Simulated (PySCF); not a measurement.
A GIAO shielding run with PySCF 2.14.0 with density-fitted response routines (density fitting, non-relativistic, gas phase) on Protonated Cyanoacetylene Cation (C#CC#[NH+], [C₃H₂N]+):

```
$ OMP_NUM_THREADS=1 python probes_run.py task.json out

{"job": {"kind": "nmr", "xc": "PBE0", "basis": "pcSseg-2"}, "charge": 1, "multiplicity": 1}
C      0.962550     1.069161    -1.033693
C      0.334042     0.369516    -0.280703
C     -0.361728    -0.414213     0.561172
N     -0.955702    -1.080114     1.276261
H      1.520542     1.693879    -1.705558
H     -1.476310    -1.667537     1.909642
```

Hardware: 1 thread of an Arm Neoverse N1, shared host. The job also computes population analyses, field gradients.

Task: How large is the calculation?

Result: 26 electrons, 172 basis functions and 450 auxiliary functions.

Task: How long does it take, and how much memory does it need?

Result: 14 s of wall time, with 15 SCF cycles and 5 response iterations; peak memory 0.69 GiB. Times on a shared host scatter by some tens of per cent.

Task: And these other runs on the same molecule and hardware: GIAO shielding at B97-2/pcSseg-2; GIAO shielding at KT3/pcSseg-2; GIAO shielding at wB97X-D/pcSseg-2?

Result: B97-2/pcSseg-2: 172 functions, 12 s; KT3/pcSseg-2: 172 functions, 17 s; wB97X-D/pcSseg-2: 172 functions, 14 s.
